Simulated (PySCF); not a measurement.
**Stretching Cl2**

Set-up: Cl def2-TZVP; no relativity (PySCF 2.14). Energies in eV from Cl + Cl in their ground configurations at the same level. State: ¹Σg⁺ (singlet), closed shell.

All columns are PBE0.

```
R (Å)  E (eV)  HOMO (eV)  LUMO (eV)  Mayer bond order  ⟨S²⟩
1.709  -1.299      -7.82      -0.23              1.26  0.00
1.788  -2.017      -8.10      -1.08              1.20  0.00
1.868  -2.404      -8.34      -1.91              1.16  0.00
1.927  -2.539      -8.51      -2.49              1.13  0.00
1.987  -2.574      -8.66      -3.04              1.11  0.00
2.047  -2.534      -8.80      -3.55              1.09  0.00
2.126  -2.396      -8.97      -4.17              1.07  0.00
2.225  -2.132      -9.15      -4.85              1.06  0.00
2.345  -1.741      -9.33      -5.55              1.04  0.00
2.504  -1.176      -9.53      -6.29              1.03  0.00
```
